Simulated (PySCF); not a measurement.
**How methods differ on the ionisation energy of Li**

Li [He] 2s1 (2S) → Li⁺ 1s2 (1S), as a difference of total energies. Computed with PySCF 2.14 in def2-TZVP, with no relativity, point nucleus. The calculations carry no spin-orbit coupling.

```
method  ionisation energy (eV)  error (eV)
   UHF                   5.342      -0.050
  MN15                   5.103      -0.289
   PBE                   5.586      +0.194
```

Reference: 5.392 eV (measured; NIST Atomic Spectra Database, ionization energies).
